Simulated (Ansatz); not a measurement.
# Down a group: vertical ionisation energies of HAl–AsH, HGa–AsH

Ansatz 0.2.0, basis cc-pVDZ; geometries are PBE0/def2-TZVP minima. Wave-function levels freeze the cores with the filled d shells of p-block atoms; HF, MP2 and coupled cluster are restricted for singlets and unrestricted otherwise, restricted open-shell where a d shell is frozen. The reference is CCSDTQ (coupled cluster only where its series has nearly closed). An error is the level's value less the reference. None of these values is a measured one. Energies are electronic, without zero-point terms. No spin–orbit coupling and no scalar relativity. The set is small: such energies can lie up to about 0.3 eV from the limit, spin gaps mostly less, so near ties and functionals' places can change in larger sets. The species are chosen: bound, without strong static correlation by their natural occupations or amplitudes, in their lowest spin state as far as vertical gaps and like structures tell, with only the lowest ion state computed, and with a ladder that closes on the reference, so errors are smaller than for species at large; levels whose determinant breaks symmetry or spin markedly are left out.

```
         species                                                                 bonds (Å)                            quantity  symmetry of the states  reference  value (eV)  error HF  error MP2  error CCSD  error CCSD(T)  error CCSDT(Q)
HAl–AsH, singlet  Al–As 2.217, Al–H 1.583, As–H 1.572, angles at As 67°, angles at Al 172°  vertical ionisation to the doublet                A' / A''     CCSDTQ       7.699    -0.915     -0.041      -0.099         -0.012           0.002
HGa–AsH, singlet  Ga–As 2.220, Ga–H 1.558, As–H 1.545, angles at As 79°, angles at Ga 178°  vertical ionisation to the doublet                A' / A''     CCSDTQ       7.629    -0.907     -0.042      -0.096         -0.011           0.002
```

The reference falls from Al to Ga, by 0.070 eV in all.
